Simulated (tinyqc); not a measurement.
Inside a calculation (part 1 of 2). Method: UKS/LDA (PW92) in the sto-3g basis, for OH+, spin multiplicity 3. Computed by tinyqc, a small Python program that keeps every step (integrals from PySCF). Settings: charge = 1, multiplicity = 3, basis = sto-3g, energy threshold = 1e-08, iteration cap = 58, orthogonalisation = canonical, start = core, DIIS depth = 4, method = UKS, functional = lda,pw, grid = [40, 86]. Command: `OMP_NUM_THREADS=1 python tinyqc.py 23160 23161 out.jsonl` (the two numbers bound the seeds that draw the settings). One thread of a shared host (Intel(R) Xeon(R) Processor @ 2.60GHz), about 1 s of CPU time with the checks. Later iterations appear only in the table of the cycle.

## One-electron integrals

Geometry (angstrom):
```
atom         x         y         z
O     0.000000  0.000000  0.000000
H     0.000000  0.000000  1.171000
```

Basis sto-3g: exponents (1/bohr^2) and contraction coefficients of normalised primitives:
```
element  l (shell)    exponent  coefficient
O            s (1)  130.709320     0.154329
O            s (1)   23.808861     0.535328
O            s (1)    6.443608     0.444635
O            s (2)    5.033151    -0.099967
O            s (2)    1.169596     0.399513
O            s (2)    0.380389     0.700115
O            p (3)    5.033151     0.155916
O            p (3)    1.169596     0.607684
O            p (3)    0.380389     0.391957
H            s (1)    3.425251     0.154329
H            s (1)    0.623914     0.535328
H            s (1)    0.168855     0.444635
```

Overlap, kinetic and nuclear-attraction integrals over the contracted functions; the nuclear repulsion is the sum of Za Zb / Rab.

nuclear repulsion = 3.61521579 hartree

overlap S:
```
           1O 1s     1O 2s    1O 2px    1O 2py    1O 2pz     2H 1s
1O 1s   1.000000  0.236704  0.000000  0.000000  0.000000  0.032459
1O 2s   0.236704  1.000000  0.000000  0.000000  0.000000  0.346161
1O 2px  0.000000  0.000000  1.000000  0.000000  0.000000  0.000000
1O 2py  0.000000  0.000000  0.000000  1.000000  0.000000  0.000000
1O 2pz  0.000000  0.000000  0.000000  0.000000  1.000000  0.313394
2H 1s   0.032459  0.346161  0.000000  0.000000  0.313394  1.000000
```

kinetic energy T (hartree):
```
            1O 1s      1O 2s    1O 2px    1O 2py    1O 2pz      2H 1s
1O 1s   29.003200  -0.168011  0.000000  0.000000  0.000000  -0.008922
1O 2s   -0.168011   0.808128  0.000000  0.000000  0.000000   0.048755
1O 2px   0.000000   0.000000  2.528731  0.000000  0.000000   0.000000
1O 2py   0.000000   0.000000  0.000000  2.528731  0.000000   0.000000
1O 2pz   0.000000   0.000000  0.000000  0.000000  2.528731   0.147512
2H 1s   -0.008922   0.048755  0.000000  0.000000  0.147512   0.760032
```

nuclear attraction V (hartree):
```
             1O 1s      1O 2s     1O 2px     1O 2py     1O 2pz      2H 1s
1O 1s   -61.070357  -7.290046   0.000000   0.000000  -0.010372  -1.022990
1O 2s    -7.290046  -9.502396   0.000000   0.000000  -0.128166  -2.468169
1O 2px    0.000000   0.000000  -9.404049   0.000000   0.000000   0.000000
1O 2py    0.000000   0.000000   0.000000  -9.404049   0.000000   0.000000
1O 2pz   -0.010372  -0.128166   0.000000   0.000000  -9.480722  -1.983111
2H 1s    -1.022990  -2.468169   0.000000   0.000000  -1.983111  -4.785250
```

core Hamiltonian H = T + V (hartree):
```
             1O 1s      1O 2s     1O 2px     1O 2py     1O 2pz      2H 1s
1O 1s   -32.067157  -7.458057   0.000000   0.000000  -0.010372  -1.031911
1O 2s    -7.458057  -8.694268   0.000000   0.000000  -0.128166  -2.419414
1O 2px    0.000000   0.000000  -6.875318   0.000000   0.000000   0.000000
1O 2py    0.000000   0.000000   0.000000  -6.875318   0.000000   0.000000
1O 2pz   -0.010372  -0.128166   0.000000   0.000000  -6.951991  -1.835600
2H 1s    -1.031911  -2.419414   0.000000   0.000000  -1.835600  -4.025218
```

## Two-electron integrals

Functions are numbered as in S; the eight-fold symmetry (ij|kl) = (ji|kl) = (kl|ij) leaves the list below.

Two-electron integrals (ij|kl) in chemists' order, unique and non-zero (hartree):
```
(11|11) 4.785065   (21|11) 0.741380   (21|21) 0.136873   (22|11) 1.118947
(22|21) 0.256633   (22|22) 0.817206   (31|31) 0.024477   (32|31) 0.037809
(32|32) 0.180518   (33|11) 1.115814   (33|21) 0.256684   (33|22) 0.817023
(33|33) 0.880159   (41|41) 0.024477   (42|41) 0.037809   (42|42) 0.180518
(43|43) 0.047444   (44|11) 1.115814   (44|21) 0.256684   (44|22) 0.817023
(44|33) 0.785270   (44|44) 0.880159   (51|51) 0.024477   (52|51) 0.037809
(52|52) 0.180518   (53|53) 0.047444   (54|54) 0.047444   (55|11) 1.115814
(55|21) 0.256684   (55|22) 0.817023   (55|33) 0.785270   (55|44) 0.785270
(55|55) 0.880159   (61|11) 0.102808   (61|21) 0.018839   (61|22) 0.035163
(61|33) 0.035094   (61|44) 0.035094   (61|51) 0.000854   (61|52) 0.001614
(61|55) 0.035305   (61|61) 0.002626   (62|11) 0.274984   (62|21) 0.063969
(62|22) 0.228626   (62|33) 0.224566   (62|44) 0.224566   (62|51) 0.004800
(62|52) 0.038212   (62|55) 0.236519   (62|61) 0.008994   (62|62) 0.082298
(63|31) 0.006383   (63|32) 0.038274   (63|53) 0.007731   (63|63) 0.011147
(64|41) 0.006383   (64|42) 0.038274   (64|54) 0.007731   (64|64) 0.011147
(65|11) 0.208654   (65|21) 0.049128   (65|22) 0.187477   (65|33) 0.179176
(65|44) 0.179176   (65|51) 0.009587   (65|52) 0.067590   (65|55) 0.203864
(65|61) 0.007181   (65|62) 0.082064   (65|65) 0.092058   (66|11) 0.444564
(66|21) 0.105066   (66|22) 0.432620   (66|33) 0.416093   (66|44) 0.416093
(66|51) 0.009346   (66|52) 0.104983   (66|55) 0.465151   (66|61) 0.014864
(66|62) 0.204867   (66|65) 0.233201   (66|66) 0.774606
```

## Orthogonalisation

S = U s U^T; canonical form X = U s^(-1/2), so that X^T S X = 1. Each column of U has its largest component positive (the first on a tie).

eigenvalues of S: 0.508556  0.840511  1.000000  1.000000  1.136468  1.514464

X:
```
                1          2         3          4          5         6
1O 1s    0.328922   0.742950  0.000000   0.000000   0.583867  0.248625
1O 2s   -0.809696  -0.459990  0.000000   0.000000   0.371296  0.468257
1O 2px   0.000000   0.000000  0.187261   0.982310   0.000000  0.000000
1O 2py   0.000000   0.000000  0.982310  -0.187261   0.000000  0.000000
1O 2pz  -0.589622   0.581821  0.000000   0.000000  -0.580702  0.320368
2H 1s    0.924608  -0.296093  0.000000   0.000000  -0.252869  0.525913
```

Within a degenerate level the vectors are fixed only up to a rotation; this is one choice.

## Starting guess

The start is the orbitals of the core Hamiltonian; D(s) = C_occ C_occ^T for each spin.

D(alpha) at the start:
```
            1O 1s      1O 2s    1O 2px    1O 2py     1O 2pz      2H 1s
1O 1s    1.061838  -0.265393  0.000000  0.000000  -0.013825   0.031180
1O 2s   -0.265393   1.138148  0.000000  0.000000   0.078234  -0.132010
1O 2px   0.000000   0.000000  1.000000  0.000000   0.000000   0.000000
1O 2py   0.000000   0.000000  0.000000  1.000000   0.000000   0.000000
1O 2pz  -0.013825   0.078234  0.000000  0.000000   1.075547  -0.151039
2H 1s    0.031180  -0.132010  0.000000  0.000000  -0.151039   0.034145
```

D(beta) at the start:
```
            1O 1s      1O 2s    1O 2px    1O 2py     1O 2pz      2H 1s
1O 1s    1.061838  -0.265393  0.000000  0.000000  -0.013825   0.031180
1O 2s   -0.265393   1.138148  0.000000  0.000000   0.078234  -0.132010
1O 2px   0.000000   0.000000  0.000000  0.000000   0.000000   0.000000
1O 2py   0.000000   0.000000  0.000000  0.000000   0.000000   0.000000
1O 2pz  -0.013825   0.078234  0.000000  0.000000   1.075547  -0.151039
2H 1s    0.031180  -0.132010  0.000000  0.000000  -0.151039   0.034145
```

## Iteration 1: exchange-correlation on the grid

Becke grid with 40 radial and 86 angular points per atom, points of zero weight dropped. rho = sum D_ij phi_i phi_j; V_xc,ij = sum w v_xc phi_i phi_j; v_xc is d(rho eps)/d rho(s) for spin s.

The 12 grid points with the largest w rho, of 6854 (bohr, atomic units):
```
x                  y          z         w  rho(alpha)  rho(beta)     eps_xc  v_xc(alpha)
0.000000    0.000000  -1.129387  0.030609    0.203598   0.203598  -0.611355    -0.801734
0.000000    0.000000  -0.972395  0.020405    0.299197   0.299197  -0.689379    -0.904895
-0.422665   0.000000  -1.047315  0.031321    0.202918   0.181964  -0.601014    -0.798193
0.000000    0.422665  -1.047315  0.031321    0.202918   0.181964  -0.601014    -0.798193
0.000000   -0.422665  -1.047315  0.031321    0.202918   0.181964  -0.601014    -0.798193
0.422665    0.000000  -1.047315  0.031321    0.202918   0.181964  -0.601014    -0.798193
-0.363912   0.000000  -0.901732  0.020879    0.298236   0.267789  -0.677829    -0.901206
0.000000    0.363912  -0.901732  0.020879    0.298236   0.267789  -0.677829    -0.901206
0.000000   -0.363912  -0.901732  0.020879    0.298236   0.267789  -0.677829    -0.901206
0.363912    0.000000  -0.901732  0.020879    0.298236   0.267789  -0.677829    -0.901206
0.000000    0.000000  -1.303671  0.045209    0.123950   0.123950  -0.524020    -0.686373
0.363912    0.000000   0.901732  0.018960    0.305265   0.274819  -0.683031    -0.907924
```

electrons on the grid, sum of w rho = 7.999857

E_xc = sum of w rho eps_xc = -8.09814312 hartree

V_xc(alpha) (hartree):
```
            1O 1s      1O 2s     1O 2px     1O 2py     1O 2pz      2H 1s
1O 1s   -2.936523  -0.427844   0.000000   0.000000  -0.000799  -0.059696
1O 2s   -0.427844  -0.826462   0.000000   0.000000  -0.000190  -0.196177
1O 2px   0.000000   0.000000  -0.819247   0.000000   0.000000   0.000000
1O 2py   0.000000   0.000000   0.000000  -0.819247   0.000000   0.000000
1O 2pz  -0.000799  -0.000190   0.000000   0.000000  -0.826569  -0.143599
2H 1s   -0.059696  -0.196177   0.000000   0.000000  -0.143599  -0.211603
```

V_xc(beta) (hartree):
```
            1O 1s      1O 2s     1O 2px     1O 2py     1O 2pz      2H 1s
1O 1s   -2.901833  -0.402314   0.000000   0.000000  -0.000988  -0.056430
1O 2s   -0.402314  -0.700309   0.000000   0.000000  -0.000803  -0.171776
1O 2px   0.000000   0.000000  -0.664372   0.000000   0.000000   0.000000
1O 2py   0.000000   0.000000   0.000000  -0.664372   0.000000   0.000000
1O 2pz  -0.000988  -0.000803   0.000000   0.000000  -0.756885  -0.133130
2H 1s   -0.056430  -0.171776   0.000000   0.000000  -0.133130  -0.198419
```

## Iteration 1: building the Kohn-Sham matrix

J_ij = sum D_kl (ij|kl) with D = D(alpha) + D(beta); F = H + J + V_xc; E = tr D H + tr D J / 2 + E_xc + E_nn.

Coulomb J (hartree):
```
            1O 1s     1O 2s    1O 2px    1O 2py    1O 2pz     2H 1s
1O 1s   16.325718  3.024908  0.000000  0.000000  0.002896  0.417218
1O 2s    3.024908  7.155526  0.000000  0.000000  0.000758  1.928165
1O 2px   0.000000  0.000000  7.117504  0.000000  0.000000  0.000000
1O 2py   0.000000  0.000000  0.000000  7.117504  0.000000  0.000000
1O 2pz   0.002896  0.000758  0.000000  0.000000  7.208880  1.553089
2H 1s    0.417218  1.928165  0.000000  0.000000  1.553089  3.488137
```

F(alpha) (hartree):
```
             1O 1s      1O 2s     1O 2px     1O 2py     1O 2pz      2H 1s
1O 1s   -18.677962  -4.860993   0.000000   0.000000  -0.008275  -0.674389
1O 2s    -4.860993  -2.365204   0.000000   0.000000  -0.127597  -0.687425
1O 2px    0.000000   0.000000  -0.577061   0.000000   0.000000   0.000000
1O 2py    0.000000   0.000000   0.000000  -0.577061   0.000000   0.000000
1O 2pz   -0.008275  -0.127597   0.000000   0.000000  -0.569680  -0.426110
2H 1s    -0.674389  -0.687425   0.000000   0.000000  -0.426110  -0.748684
```

F(beta) (hartree):
```
             1O 1s      1O 2s     1O 2px     1O 2py     1O 2pz      2H 1s
1O 1s   -18.643272  -4.835463   0.000000   0.000000  -0.008464  -0.671124
1O 2s    -4.835463  -2.239051   0.000000   0.000000  -0.128210  -0.663024
1O 2px    0.000000   0.000000  -0.422186   0.000000   0.000000   0.000000
1O 2py    0.000000   0.000000   0.000000  -0.422186   0.000000   0.000000
1O 2pz   -0.008464  -0.128210   0.000000   0.000000  -0.499996  -0.415640
2H 1s    -0.671124  -0.663024   0.000000   0.000000  -0.415640  -0.735500
```

total energy of this density = -73.30657036 hartree

## Iteration 1: diagonalisation and new density

Diagonalise F' = X^T F X, C = X C', fill 5 alpha and 3 beta electrons from the bottom; D(s) = C_occ C_occ^T. Each column has its largest component positive (the first on a tie).

F' = X^T F X (alpha) (hartree):
```
           1          2          3          4          5          6
1  -0.855215  -1.931334   0.000000   0.000000  -1.738679  -0.859263
2  -1.931334  -7.428811   0.000000   0.000000  -7.429784  -4.126779
3   0.000000   0.000000  -0.577061   0.000000   0.000000   0.000000
4   0.000000   0.000000   0.000000  -0.577061   0.000000   0.000000
5  -1.738679  -7.429784   0.000000   0.000000  -8.777264  -4.728465
6  -0.859263  -4.126779   0.000000   0.000000  -4.728465  -3.768674
```

orbital energies (alpha) (hartree): MO1 -18.690240, MO2 -1.216164, MO3 -0.679486, MO4 -0.577061, MO5 -0.577061, MO6 -0.244073

coefficients C (alpha):
```
              MO1        MO2        MO3        MO4       MO5        MO6
1O 1s    0.993030  -0.244673   0.118497   0.000000  0.000000   0.053514
1O 2s    0.028836   0.905828  -0.540798   0.000000  0.000000  -0.332422
1O 2px   0.000000   0.000000   0.000000   0.944997  0.327080   0.000000
1O 2py   0.000000   0.000000   0.000000  -0.327080  0.944997   0.000000
1O 2pz   0.002550   0.189719   0.583479   0.000000  0.000000  -0.865779
2H 1s   -0.006317   0.202215   0.619680   0.000000  0.000000   0.926372
```

F' = X^T F X (beta) (hartree):
```
           1          2          3          4          5          6
1  -0.793335  -1.917581   0.000000   0.000000  -1.747366  -0.910536
2  -1.917581  -7.373908   0.000000   0.000000  -7.459694  -4.136835
3   0.000000   0.000000  -0.422186   0.000000   0.000000   0.000000
4   0.000000   0.000000   0.000000  -0.422186   0.000000   0.000000
5  -1.747366  -7.459694   0.000000   0.000000  -8.714714  -4.708163
6  -0.910536  -4.136835   0.000000   0.000000  -4.708163  -3.705940
```

orbital energies (beta) (hartree): MO1 -18.654540, MO2 -1.112844, MO3 -0.623176, MO4 -0.422186, MO5 -0.422186, MO6 -0.197337

coefficients C (beta):
```
              MO1        MO2        MO3        MO4       MO5        MO6
1O 1s    0.993355  -0.232845   0.138075   0.000000  0.000000  -0.053321
1O 2s    0.027550   0.854410  -0.621830   0.000000  0.000000   0.326918
1O 2px   0.000000   0.000000   0.000000  -0.017302  0.999850   0.000000
1O 2py   0.000000   0.000000   0.000000   0.999850  0.017302   0.000000
1O 2pz   0.002457   0.205387   0.523530   0.000000  0.000000   0.899859
2H 1s   -0.006016   0.273584   0.649200   0.000000  0.000000  -0.886991
```

D(alpha) after iteration 1:
```
            1O 1s      1O 2s    1O 2px    1O 2py     1O 2pz      2H 1s
1O 1s    1.060016  -0.257080  0.000000  0.000000   0.025254   0.017681
1O 2s   -0.257080   1.113820  0.000000  0.000000  -0.143618  -0.152132
1O 2px   0.000000   0.000000  1.000000  0.000000   0.000000   0.000000
1O 2py   0.000000   0.000000  0.000000  1.000000   0.000000   0.000000
1O 2pz   0.025254  -0.143618  0.000000  0.000000   0.376447   0.399918
2H 1s    0.017681  -0.152132  0.000000  0.000000   0.399918   0.424934
```

D(beta) after iteration 1:
```
            1O 1s      1O 2s    1O 2px    1O 2py     1O 2pz      2H 1s
1O 1s    1.060036  -0.257437  0.000000  0.000000   0.026904   0.019960
1O 2s   -0.257437   1.117448  0.000000  0.000000  -0.149995  -0.170105
1O 2px   0.000000   0.000000  0.000000  0.000000   0.000000   0.000000
1O 2py   0.000000   0.000000  0.000000  0.000000   0.000000   0.000000
1O 2pz   0.026904  -0.149995  0.000000  0.000000   0.316274   0.396052
2H 1s    0.019960  -0.170105  0.000000  0.000000   0.396052   0.496346
```

Within a degenerate level the vectors are fixed only up to a rotation; this is one choice.

## Iteration 2: exchange-correlation on the grid

As before.

The 12 grid points with the largest w rho, of 6854 (bohr, atomic units):
```
x                  y          z         w  rho(alpha)  rho(beta)     eps_xc  v_xc(alpha)
0.652052   -0.652052  -0.652052  0.031670    0.182207   0.080178  -0.546305    -0.757992
0.652052    0.652052  -0.652052  0.031670    0.182207   0.080178  -0.546305    -0.757992
-0.652052  -0.652052  -0.652052  0.031670    0.182207   0.080178  -0.546305    -0.757992
-0.652052   0.652052  -0.652052  0.031670    0.182207   0.080178  -0.546305    -0.757992
0.561413   -0.561413  -0.561413  0.021112    0.269264   0.121049  -0.617758    -0.858735
0.561413    0.561413  -0.561413  0.021112    0.269264   0.121049  -0.617758    -0.858735
-0.561413  -0.561413  -0.561413  0.021112    0.269264   0.121049  -0.617758    -0.858735
-0.561413   0.561413  -0.561413  0.021112    0.269264   0.121049  -0.617758    -0.858735
0.784194   -0.213526  -0.784194  0.031491    0.171032   0.090065  -0.540711    -0.745748
0.784194    0.213526  -0.784194  0.031491    0.171032   0.090065  -0.540711    -0.745748
0.213526   -0.784194  -0.784194  0.031491    0.171032   0.090065  -0.540711    -0.745748
-0.213526  -0.784194  -0.784194  0.031491    0.171032   0.090065  -0.540711    -0.745748
```

electrons on the grid, sum of w rho = 7.999813

E_xc = sum of w rho eps_xc = -7.61120765 hartree

V_xc(alpha) (hartree):
```
            1O 1s      1O 2s     1O 2px     1O 2py     1O 2pz      2H 1s
1O 1s   -2.923185  -0.418792   0.000000   0.000000   0.001668  -0.058263
1O 2s   -0.418792  -0.794254   0.000000   0.000000  -0.001145  -0.214593
1O 2px   0.000000   0.000000  -0.797424   0.000000   0.000000   0.000000
1O 2py   0.000000   0.000000   0.000000  -0.797424   0.000000   0.000000
1O 2pz   0.001668  -0.001145   0.000000   0.000000  -0.773122  -0.178816
2H 1s   -0.058263  -0.214593   0.000000   0.000000  -0.178816  -0.462264
```

V_xc(beta) (hartree):
```
            1O 1s      1O 2s     1O 2px     1O 2py     1O 2pz      2H 1s
1O 1s   -2.885793  -0.390407   0.000000   0.000000   0.002392  -0.054555
1O 2s   -0.390407  -0.654028   0.000000   0.000000   0.001701  -0.188717
1O 2px   0.000000   0.000000  -0.630399   0.000000   0.000000   0.000000
1O 2py   0.000000   0.000000   0.000000  -0.630399   0.000000   0.000000
1O 2pz   0.002392   0.001701   0.000000   0.000000  -0.685427  -0.168276
2H 1s   -0.054555  -0.188717   0.000000   0.000000  -0.168276  -0.461544
```

## Iteration 2: building the Kohn-Sham matrix

As before.

Coulomb J (hartree):
```
            1O 1s     1O 2s    1O 2px    1O 2py    1O 2pz     2H 1s
1O 1s   15.455181  2.829911  0.000000  0.000000  0.001195  0.390342
1O 2s    2.829911  6.683882  0.000000  0.000000  0.077752  1.885334
1O 2px   0.000000  0.000000  6.660336  0.000000  0.000000  0.000000
1O 2py   0.000000  0.000000  0.000000  6.660336  0.000000  0.000000
1O 2pz   0.001195  0.077752  0.000000  0.000000  6.707989  1.580044
2H 1s    0.390342  1.885334  0.000000  0.000000  1.580044  3.847364
```

F(alpha) (hartree):
```
             1O 1s      1O 2s     1O 2px     1O 2py     1O 2pz      2H 1s
1O 1s   -19.535161  -5.046938   0.000000   0.000000  -0.007509  -0.699832
1O 2s    -5.046938  -2.804640   0.000000   0.000000  -0.051559  -0.748673
1O 2px    0.000000   0.000000  -1.012406   0.000000   0.000000   0.000000
1O 2py    0.000000   0.000000   0.000000  -1.012406   0.000000   0.000000
1O 2pz   -0.007509  -0.051559   0.000000   0.000000  -1.017124  -0.434371
2H 1s    -0.699832  -0.748673   0.000000   0.000000  -0.434371  -0.640118
```

F(beta) (hartree):
```
             1O 1s      1O 2s     1O 2px     1O 2py     1O 2pz      2H 1s
1O 1s   -19.497769  -5.018554   0.000000   0.000000  -0.006786  -0.696124
1O 2s    -5.018554  -2.664414   0.000000   0.000000  -0.048713  -0.722797
1O 2px    0.000000   0.000000  -0.845381   0.000000   0.000000   0.000000
1O 2py    0.000000   0.000000   0.000000  -0.845381   0.000000   0.000000
1O 2pz   -0.006786  -0.048713   0.000000   0.000000  -0.929429  -0.423832
2H 1s    -0.696124  -0.722797   0.000000   0.000000  -0.423832  -0.639398
```

total energy of this density = -73.56422296 hartree
